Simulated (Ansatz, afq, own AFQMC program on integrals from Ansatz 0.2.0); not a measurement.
## PtH2O, singlet in def2-SVP along one coordinate

```yaml
atoms:
  - { symbol: Pt, position_ang: [0.0048, 0.0000, 0.1741] }
  - { symbol: O, position_ang: [-0.1104, 0.0000, -1.8575] }
  - { symbol: H, position_ang: [0.4099, -0.7773, -2.1046] }
  - { symbol: H, position_ang: [0.4099, 0.7773, -2.1046] }
```

The Pt1–O2 distance is changed with both sides rigid. Energies in kJ/mol count from this geometry (2.035 Å) at the same level; the start stands on RHF, each point on the determinant named.

Basis def2-SVP with its core potentials. Only valence electrons are correlated. AFQMC by an in-house program on the Cholesky factors that Ansatz 0.2.0 writes for its CCSD(T) run. ph-AFQMC/CISD is guided by a CISD state made of CCSD amplitudes; releasing the constraint for a short imaginary time cuts its bias at the price of noise, slowly where states lie close. ± is one standard error of the sampling. No spin–orbit coupling. The metal's outer-core s and p shells are frozen, which shifts wave-function levels against functionals.

Cautions, each for one point or more: CCSDT(Q) on the UHF determinant differs, perhaps since the unrestricted series falls towards higher spin; higher spins were not checked; no spin-orbit coupling; outer-core shells of the metal frozen; released walk and highest rung disagree; restricted determinant unstable towards unrestricted; strong correlation; the ph-AFQMC/CISD walk drifts between its halves.

```json
{"r(Pt1–O2) / Å": "1.651", "det.": "RHF", "T1": "0.016", "weight": "0.86", "CCSD(T)": "229.8", "ph-AFQMC/CISD": "232.8 ± 0.8", "released AFQMC": "234.3 ± 1.0*", "CCSDT(Q)": "231.4", "HF": "252.9", "MP2": "214.0"}
{"r(Pt1–O2) / Å": "3.183", "det.": "RHF¶", "T1": "0.075", "weight": "0.74", "CCSD(T)": "74.5", "ph-AFQMC/CISD": "62.3 ± 0.9", "released AFQMC": "66.8 ± 1.6*", "CCSDT(Q)": "67.0", "HF": "9.0", "MP2": "86.4"}
{"r(Pt1–O2) / Å": "6.910", "det.": "RHF", "T1": "0.010", "weight": "0.88", "CCSD(T)": "105.6", "ph-AFQMC/CISD": "97.9 ± 0.7", "released AFQMC": "100.4 ± 1.0*", "CCSDT(Q)": "106.3", "HF": "21.3", "MP2": "112.6"}
```

Weight is that of the determinant in the CISD state; at the start T1 is 0.021 and the weight 0.85. ¶ marks points with a poor determinant and no full CI, where no value is sure; they don't count among the departures. An asterisk marks released energies that aren't shown to be converged. Largest departures from phaseless AFQMC with a CISD trial: CCSD(T) 7.7 kJ/mol at 6.910 (on RHF), CCSDT(Q) 8.4 kJ/mol at 6.910 (on RHF), HF -76.7 kJ/mol at 6.910 (on RHF), MP2 -18.8 kJ/mol at 1.651 (on RHF). The walk's constraint bias lies outside its error bars, so these are departures and not errors.

Some points may be missing: those where a free walk finds a much lower state, and past Zn most of those on another determinant than at the start.

CCSDT and higher add their correlation energy to the determinant of the CCSD(T) run, since their own runs factorise the integrals more tightly (a shift of under 2 meV). A walk keeps the symmetry of its determinant, which the program's search chose and which needn't be the lowest solution, so a lower state of the same spin and another symmetry isn't excluded.
